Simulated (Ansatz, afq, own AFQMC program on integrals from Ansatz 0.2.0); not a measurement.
# Atomization energy of AlP$_{2}$H, singlet

```csv
atom,x (Å),y (Å),z (Å)
Al,0.0000,0.0000,1.3474
P,0.0000,1.0474,-0.6343
P,0.0000,-1.0474,-0.6343
H,0.0000,0.0000,2.9168
```

Connectivity, by distances: AlH–P–P, closed to a ring.

Atoms in their ground-state spins without spin–orbit coupling (mostly on UHF) minus the molecule (RHF), without zero-point energy. The geometry is a stationary point, not shown to be a minimum.

Basis cc-pVDZ. Noble-gas cores (and the filled d shells of Ga–Kr and In–Xe) are frozen. Ansatz 0.2.0 and our own AFQMC program on the same integrals; the CISD trial comes from CCSD amplitudes, and released means the phaseless constraint is let go. ± is one standard error of the sampling. The errors of all members are added in quadrature.

No full CI on the walks' own integrals is used here; CCSDT(Q) serves as the reference and is uncertain by about the last step of the cluster series. Each member takes its own surest rung, up to full CI.

The best estimate is CCSD(T) at the basis-set limit (CBS: def2-TZVPP and def2-QZVPP, with their diffuse functions for anions and beside diffuse sets, CCSD(T) itself extrapolated) plus the step from CCSD(T) to CCSDT(Q) in cc-pVDZ. Rows without CBS are in cc-pVDZ; B2PLYP and the wave-function rows carry a basis error of their own. Core correlation and relativity beyond core potentials are missing, and ± holds the sampling alone.

Cautions: AlP₂H (singlet): restricted determinant unstable towards unrestricted (UHF 37 meV lower, ⟨S²⟩ 0.25), the released energies are still falling, so no released level is given (meV from the phaseless value at times in 1/Eh: -36 ± 27 at 0.24, -40 ± 27 at 0.51, -47 ± 27 at 0.99, -89 ± 23 at 1.62, -104 ± 32 at 2.40), though the last usable value meets CCSDT(Q) within the noise; other spins of the molecule weren't checked.

```json
{"level": "CCSD", "atomization energy (kcal/mol)": "172.3"}
{"level": "HF", "atomization energy (kcal/mol)": "108.2"}
{"level": "MP2", "atomization energy (kcal/mol)": "186.0"}
```

Question: From these cheaper values, estimate the atomization energy at the level of the best estimate.

Answer: 229.1 kcal/mol (best estimate, highest rung CCSDT(Q)).

```csv
level,atomization energy (kcal/mol),error against the best estimate (kcal/mol)
CCSD(T),180.7,-48.4
ph-AFQMC/CISD,180.7 ± 0.8,-48.4 ± 0.8
HF/CBS,122.0,-107.1
MP2/CBS,230.6,1.5
CCSD(T)/CBS,228.2,-0.9
surest rungs in cc-pVDZ,181.7,-47.5
```

Correlation beyond CCSD(T) adds 0.9 kcal/mol. Going to the basis-set limit adds 47.5 kcal/mol at CCSD(T). The perturbative (T) step is worth +8.4 kcal/mol.

Best estimates are given only where the step beyond CCSD(T) is under 0.3 eV and no member's determinant is very poor (T1 over 0.05, or 0.07 for open shells, ⟨S²⟩ too high by 0.3, two states mixed), so the hardest cases are missing from such tables.

Each member of a difference takes its own highest rung, so a best estimate needn't equal the limit plus the step of one row. A walk keeps the symmetry of its determinant, which the program's search chose and which needn't be the lowest solution, so a lower state of the same spin and another symmetry isn't excluded.
